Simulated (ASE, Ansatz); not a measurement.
Ladder of methods for the bulk modulus B0 of fcc Au

Reference value: 182 GPa (measured, 0 K value with the zero-point phonon effect removed, sources range from 175 to 182; as tabulated in Mejia-Rodriguez and Trickey (2018), arXiv:1807.09216).

Task: What do EMT, LDA, PBE, r²SCAN, HSE06 give, and how far is each from the reference?

Result: 
| level (code) | value (GPa) | cell (Å³/atom) | error (%) |
|---|---|---|---|
| EMT (ASE) | 174 | 16.68 | -4.4 |
| LDA (Ansatz) | 194 | 16.58 | +6.6 |
| PBE (Ansatz) | 139 | 17.97 | -24 |
| r²SCAN (Ansatz) | 154 | 17.54 | -15.4 |
| HSE06 (Ansatz) | 146 | 17.56 | -19.8 |

Leaving aside EMT, which can be fitted to such values or carry a doubt: Closest of these to the reference: LDA (+6.6 %). Farthest off: PBE (-24 %). Of these only LDA lands within 10 %.

Density-functional levels without +SOC have no spin–orbit coupling. Each level is taken at its own relaxed cell. Cutoffs and k meshes differ between the levels. Ansatz's density-functional and Hartree–Fock values are scalar-relativistic unless marked +SOC, with PAW data made under PBE.

Empirical potentials (EMT) are fitted to chosen data, which need not cover the solid at hand: agreement can be built in, and what lay outside the fit can be far off.

Differences are worked out from the printed values.

Ansatz is a first-principles code.
